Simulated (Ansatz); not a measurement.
**BSiHO (quintet): from Hartree-Fock to the top rungs, def2-TZVPP**

An exercise on one series of results from a longer session: the logs are not shown, and one member is left open.

Method: def2-TZVPP, core rule «outside noble gas», up to 7 orbitals frozen; program: Ansatz 0.2.0, Gaussian basis.

Plan: UHF; ROHF; CCSD(T) on UHF.

2 further runs of the same task are left out: 2 set aside as unsound or not needed.

### The geometry

The geometry is a PBE0/def2-TZVP stationary point (not a proven minimum) of the parent state, kept for this charge and spin.

4 atoms, charge 0, spin multiplicity 5.

Atoms are counted from 1 here; the program's logs count them from 0.

Bond lengths: B1–O2 1.301 Å, B1–H4 1.196 Å, O2–Si3 1.661 Å. Angles: O2–B1–H4 128.4°, B1–O2–Si3 176.8°.

The first run:

in.yaml

```yaml
crystal:
  periodic: [false, false, false]
  atoms:
    - {symbol: B, position_ang: [0.000012, -0.289616, 0.856663]}
    - {symbol: O, position_ang: [-0.000018, -0.171632, -0.439229]}
    - {symbol: Si, position_ang: [0.000003, -0.114843, -2.099559]}
    - {symbol: H, position_ang: [0.000004, 0.576091, 1.682126]}
basis:
  gaussian: {orbitals: def2-TZVPP}
magnetization: {spin_polarized: true, initial_magnetization: 4}
hamiltonian: {xc: hf}
output: {orbitals: {seedname: orbitals}}
```

Launch:

```console
> ansatz run in.yaml --threads 1 --pin off --events-out ev --progress --plain --max-ram 4096MiB --backend cpu
```

Among the steps run: UHF; ROHF; CCSD(T) on UHF.

One of the session's tables, all rows but one given; the rest of the session is left out.

| method | from UCCSD(T) (meV) |
| --- | --- |
| ROHF | +10311.5 |
| UHF | ? |
| UMP2 | +870.2 |
| UCCSD | +383.7 |
| UCCSD(T) | 0 |

Q: Estimate the row for UHF from the others.

As computed: from UCCSD(T) (meV): +10239.8. In the column «from UCCSD(T) (meV)» it lies between UMP2 (+870.2) and ROHF (+10311.5).
